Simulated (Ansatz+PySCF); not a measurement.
Values are calculated unless marked as measured or tabulated.
## Several solutions for triplet LiHO2

```xyz
4

O     0.0000    0.0000   -1.3071
O     0.0000    0.0000    1.3071
Li   30.0000    0.0000   -0.5992
H    30.0000    0.0000    1.7976
```

Basis set: 6-31G (spherical functions). Charge 0, multiplicity 3.

CASSCF(2,2) was run from several starts with Ansatz (development build ahead of 0.2.0) and PySCF 2.14.0. The starts are those of the Hartree–Fock orbitals from which the active space was taken at the frontier.

| run | program | start | converged | energy (hartree) | <S²> |
| --- | --- | --- | --- | --- | --- |
| A | Ansatz | stability test followed | yes | -157.24195 | 2.00 |
| B | Ansatz | atomic start, no search | yes | -157.24144 | 2.00 |
| C | Ansatz | search for the lowest state | yes | -157.38416 | 2.00 |
| D | PySCF | program defaults | yes | -157.22289 | 2.00 |

Problem. Which runs reached the lowest solution of this kind, and what is wrong with the others?

Solution. C reached the lowest solution found. Converged but too high: A by 3.87 eV, B by 3.88 eV, D by 4.39 eV. Convergence only shows a stationary point; in CASSCF the end hangs on which orbitals enter the active space. Caution: other starts end on other solutions of this active space.
